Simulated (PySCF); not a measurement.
## Core-level binding energies of `COCC[O-]`

C₃H₇O₂ (charge -1).
Z-matrix (Å and degrees, PBE0-D3(BJ)/def2-SVP geometry), rows numbered from 1:
```
C 
O   1  1.4018
C   2  1.4147  1  112.49
C   3  1.5464  2  114.87  1    65.22
O   4  1.3111  3  116.23  2   -67.87
H   1  1.1169  2  111.36  3    79.65
H   1  1.1055  2  107.91  3  -162.62
H   1  1.1094  2  109.47  3   -40.59
H   3  1.1090  2  105.57  1  -172.65
H   3  1.1159  2  109.65  1   -56.16
H   4  1.1627  3  101.53  2   164.77
H   4  1.1557  3  102.41  2    60.88
```

Method: delta-SCF UKS SCAN, pcX-2 on the ionised atom, pcseg-1 elsewhere, spin-free X2C (PySCF). Binding energies are ΔSCF values: E(core-ionised, relaxed orbitals) − E(ground state) at a fixed geometry, referred to the vacuum level.

Problem. Give the core binding energies atom by atom.

Solution. 
```json
{"atom(s)": "C1", "environment": "methoxy carbon", "level": "C 1s", "binding energy (eV)": "287.04", "above the level's lowest (eV)": "+1.13", "count": "1"}
{"atom(s)": "O2", "environment": "ether oxygen", "level": "O 1s", "binding energy (eV)": "533.37", "above the level's lowest (eV)": "+4.48", "count": "1"}
{"atom(s)": "C3", "environment": "sp3 carbon bound to oxygen", "level": "C 1s", "binding energy (eV)": "286.51", "above the level's lowest (eV)": "+0.60", "count": "1"}
{"atom(s)": "C4", "environment": "sp3 carbon bound to oxygen", "level": "C 1s", "binding energy (eV)": "285.91", "above the level's lowest (eV)": "0.00", "count": "1"}
{"atom(s)": "O5", "environment": "alkoxide oxygen", "level": "O 1s", "binding energy (eV)": "528.89", "above the level's lowest (eV)": "0.00", "count": "1"}
```

The listed C 1s values span 1.13 eV, from C4 (bonded to O, C and 2 H) to C1 (bonded to O and 3 H). Summing the Pauling electronegativity differences to the bonded atoms, each weighted by its formal bond order, gives +0.19 for the lowest site and -0.16 for the highest; the largest sum, +0.19, belongs to C3, 0.53 eV below the top. The smallest sum, -0.16, belongs to C1, 1.13 eV above the lowest.

Lowest listed O 1s: O5, bonded to C. Highest, 4.48 eV above it: O2, bonded to 2 C. Summing the Pauling electronegativity differences to the bonded atoms, each weighted by its formal bond order, gives -0.89 for the lowest site and -1.78 for the highest; the largest sum, -0.89, belongs to O5, 4.48 eV below the top. The smallest sum, -1.78, belongs to O2, 4.48 eV above the lowest.

Problem. Express the binding energy of C 1s of C4 in atomic units and per mole.

Solution. 285.91 eV = 10.5070 Eh = 27586 kJ/mol.

Problem. Which effective nuclear charge Zeff reproduces each element's mean 1s value in the hydrogen-like formula E = 13.606 eV × Zeff²?

Solution. C (Z = 6): mean 286.5 eV, Zeff = 4.59, Z − Zeff = 1.41; O (Z = 8): mean 531.1 eV, Zeff = 6.25, Z − Zeff = 1.75. Means run over the listed sites, weighted by atom count.

The species carries charge -1, so core ionisation leaves a neutral species. The basis sets have no added diffuse functions. The structure is a single PBE0-D3(BJ)/def2-SVP conformer in the gas phase; no vibrational or solvent corrections.

Time: 32 s wall. Hardware: one thread of an Arm Neoverse V1, on a shared host.
